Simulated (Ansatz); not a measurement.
Two isomers of C3H6N2: A = `C=NC(C)=N`, B = `NC1=NCC1`.

Calculated with Ansatz (gas phase, PBE0-D4/def2-TZVP geometries, no zero-point term in ΔE). CBS: MP2 limit from def2 TZ/QZ plus the TZ coupled-cluster correction, frozen cores. DFT in def2-TZVPP. Each species was taken in one conformer, which may not be the lowest.

A:

Z-matrix (Å, degrees):
```
C
C 1 1.493
H 1 1.088 2 109.5
H 1 1.092 2 110.0 3 121.0
H 1 1.094 2 110.4 3 -121.0
N 2 1.404 1 113.8 3 -176.3
N 2 1.268 1 121.5 3 -0.5
C 6 1.259 2 120.1 1 -112.2
H 7 1.020 2 110.6 1 -178.3
H 8 1.096 6 123.1 2 2.0
H 8 1.089 6 119.3 2 -177.9
```

B:

Z-matrix (Å, degrees):
```
C
C 1 1.548
C 1 1.964 2 48.6
N 1 1.483 2 89.6 3 -0.2
H 1 1.093 2 115.5 3 -115.9
H 1 1.093 2 115.0 3 115.4
H 2 1.092 1 116.4 3 -114.2
H 2 1.092 1 116.2 3 114.5
N 3 1.358 2 131.0 1 -176.4
H 9 1.008 3 116.0 2 -169.8
H 9 1.004 3 117.7 2 -26.7
```

Which isomer does CCSD(T)/CBS put lower? Give the gap. (Best estimate.)

The calculation gave: A, by 7.6 kJ/mol.

Give E(B) − E(A) in kJ/mol with MP2/def2-TZVPP, ωB97M-V, PBE0-D4, CCSD(T)/def2-TZVPP, HF/def2-TZVPP, B2PLYP, r2SCAN-D4. (An estimate is asked.)

The calculation gave: MP2/def2-TZVPP -0.2, ωB97M-V 1.2, PBE0-D4 -10.6, CCSD(T)/def2-TZVPP 10.7, HF/def2-TZVPP 21.0, B2PLYP 13.6, r2SCAN-D4 5.2. The order is the other way round with PBE0-D4.

Largest T1 diagnostic: 0.013.

From PBE to PBE0 (25 % exact exchange), in def2-TZVPP and without D4, E(B) − E(A) moves by −10.5 kJ/mol. In def2-TZVPP, CCSD(T) changes the Hartree–Fock value by −10.3 kJ/mol (the triples alone add +1.5 kJ/mol) and MP2 by −21.2 kJ/mol.
